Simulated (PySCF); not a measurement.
Rock-salt LiCl: correlation energy from several methods in one and the same small orbital space (PySCF; 2 atoms at the zone centre, 8 electrons in 58 orbitals, empty ones MP2 natural orbitals of a TZ basis, lattice constant set to 5.91088 Å). Its volume lies 52 % above that of the crystal's usual cell. It tests the methods against each other and lies far from the crystal's limit.

CCSDT(Q) gives -2.9361 eV per atom.

### Question
What share of it do MP2, CCSD, CCSD(T), CCSDT recover?

### Answer
MP2 83.2 %; CCSD 96.6 %; CCSD(T) 99.6 %; CCSDT 99.9 %.

| method | E_corr (eV per atom) | share of CCSDT(Q) (%) | difference (meV) |
|---|---|---|---|
| MP2 | -2.4440 | 83.2 | 492 |
| CCSD | -2.8360 | 96.6 | 100 |
| CCSD(T) | -2.9232 | 99.6 | 13 |
| CCSDT | -2.9332 | 99.9 | 3 |
| CCSDT(Q) | -2.9361 | 100.0 | 0 |

MP2, (T) and (Q) use filled levels shifted down by the Madelung term, which in so small a cell is a large part of the gap, so these rows hang on it.

CCSDT(Q) is the highest level reached here, not an exact value.
